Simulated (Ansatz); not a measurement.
**Pulling the pair apart**

The pair of H₃O⁺ (SMILES [OH3+], atoms 1–4) and HF (SMILES F, atoms 5–6), both closed shells, in one local arrangement (a lower one may exist), relaxed at PBE0-D4/def2-TZVP:

O1  (-0.057, 0.123, -0.966)
H2  (0.807, 0.339, -1.358)
H3  (-0.032, 0.039, 0.054)
H4  (-0.469, -0.640, -1.407)
F5  (0.069, -0.165, 1.485)
H6  (-0.318, 0.303, 2.193)
(Å)

HF is shifted rigidly along the line between the mean atom positions of the two fragments (negative: closer). Counterpoise interaction energies in kcal/mol. Ansatz 0.2.0; basis: def2-TZVPPD; cores frozen in the correlated methods.

```csv
shift (Å),r2SCAN-D4,PBE0-D4,HF
-0.14,-19.30,-19.23,-15.60
-0.07,-20.45,-20.38,-17.12
0.00,-20.79,-20.73,-17.84
0.07,-20.59,-20.54,-18.02
0.17,-19.76,-19.72,-17.67
0.36,-17.43,-17.41,-16.08
0.72,-12.87,-12.93,-12.47
1.45,-7.35,-7.47,-7.61
```

**Question.** What does CCSD(T) give at these shifts? (Judge from chemistry; the value comes from the calculation.)

**Answer.** Computed: -16.86, -18.27, -18.85, -18.88, -18.31, -16.38, -12.33, -7.24 kcal/mol. For zero shift, CCSD(T) at an estimated basis limit (MP2 extrapolated from triple and quadruple zeta, plus CCSD(T) − MP2 in triple zeta) gives -19.61 kcal/mol. These are counterpoise interaction energies, counted from the two frozen fragments.

The T1 diagnostic stays at or below 0.009.

For scale, one of the runs: CCSD(T)/def2-TZVPPD, 148 basis functions, launched by `ansatz run in.yaml --threads 2 --pin off --events-out ev --progress --plain --max-ram 5222MiB`. Hardware: 2 CPU threads of an Arm Neoverse V2, shared host. Wall time 8.5 s; peak host memory 0.97 GiB.
